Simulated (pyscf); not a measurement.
This saddle point was located with ωB97X-D3(BJ)/def2-SVP in PySCF.

```xyz
11

O     -1.3189    -0.1484     0.1335
Ga    -2.6914    -1.2455    -0.2507
H     -0.4482     0.1566     0.8902
H     -3.4271    -0.9660    -1.5997
H     -3.0076    -2.3590     0.7947
C     -0.3603     1.2626    -0.4572
C      0.4998     1.2746     0.6753
H     -1.1679     1.9964    -0.5508
H     -0.0163     0.8540    -1.4133
H      1.5267     0.9158     0.5447
H      0.3630     2.0699     1.4164
```
Charge 0, spin multiplicity 1.

Surface: singlet, charge 0. Lowest wavenumbers (cm⁻¹): 1816i, 31, 134, 184, 327.

Q: What reaction is this the transition state of?

A: HO–GaH₂ + ethylene (H₂C=CH₂) <-> H₃C–CH₂–O–GaH₂, an addition across a multiple bond or ene-type step read from left to right: H–O broken and C–O, C–H formed. At ωB97M-D3(BJ)/def2-TZVP it lies +2.24 eV from the left side and +2.87 eV from the right (each side as separated species at their lowest minima found). One saddle was located; it need not be the lowest between these sides. Elements up to Kr have no core potential and no relativistic terms here.
